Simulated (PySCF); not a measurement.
Molecule: SMILES ClCCl, CH₂Cl₂.

Cartesian coordinates in Å; atom numbers follow the order of the lines, from 1:
```xyz
5

Cl   -1.4741    0.7887    0.0220
C     0.0178   -0.1602   -0.0024
Cl    1.4742    0.8265   -0.1664
H     0.0844   -0.7173    0.9390
H    -0.0282   -0.8478   -0.8547
```

Geometry PBE0-D3(BJ)/def2-SVP throughout; GIAO in PySCF, gas phase, one conformer, non-relativistic; equivalent atoms averaged; functional PBE0.

(1) How do the absolute shieldings σ depend on the basis set? (ppm; last column core-seconds on shared hosts with different chips, so compare them loosely)

(2) Which nucleus moves most, in ppm?

(3) Taking the largest basis, pcSseg-3 (290 functions), as the yardstick, rank the others by their worst heavy-atom deviation.

Results:

(1) 
```
    basis set  functions  Cl1/Cl3     C2  H4/H5  core-s
       STO-3G         25    961.2  171.5  28.87     1.6
        6-31G         39    777.1  139.8  27.67     3.3
     pcSseg-0         39    808.0  124.0  28.00     1.8
       6-31G*         54    777.6  135.5  27.06     3.9
     def2-SVP         60    823.8  130.9  26.37     3.7
      cc-pVDZ         60    795.2  131.6  26.26     2.8
     pcSseg-1         75    755.6  117.6  26.03     2.4
  aug-cc-pVDZ         95    776.6  129.9  25.94       4
6-311+G(2d,p)        109    751.6  120.2  26.11     6.9
    def2-TZVP        117    741.3  120.8  26.15     7.9
      cc-pVTZ        126    774.0  121.2  25.93     5.5
     IGLO-III        143    746.4  117.4  25.94     5.8
     pcSseg-2        150    747.1  116.6  25.88     5.2
     pcSseg-3        290    742.1  116.4  25.75      22
```

(2) Cl1/Cl3 (chlorine bonded to C): from 741.3 ppm with def2-TZVP to 961.2 ppm with STO-3G. The smallest spread is 3.13 ppm, at H4/H5. Proton shifts span only some 12 ppm, so a few tenths of a ppm matter as much there as several ppm in carbon.

(3) IGLO-III 4.3 ppm (143 functions), def2-TZVP 4.4 ppm (117 functions), pcSseg-2 4.9 ppm (150 functions), 6-311+G(2d,p) 9.4 ppm (109 functions), pcSseg-1 13.5 ppm (75 functions), cc-pVTZ 31.9 ppm (126 functions), aug-cc-pVDZ 34.5 ppm (95 functions), 6-31G 35.0 ppm (39 functions), 6-31G* 35.4 ppm (54 functions), cc-pVDZ 53.0 ppm (60 functions), pcSseg-0 65.9 ppm (39 functions), def2-SVP 81.6 ppm (60 functions), STO-3G 219.1 ppm (25 functions).

A small basis that lands close on one nucleus may do so by chance; judge by the trend and by all nuclei.
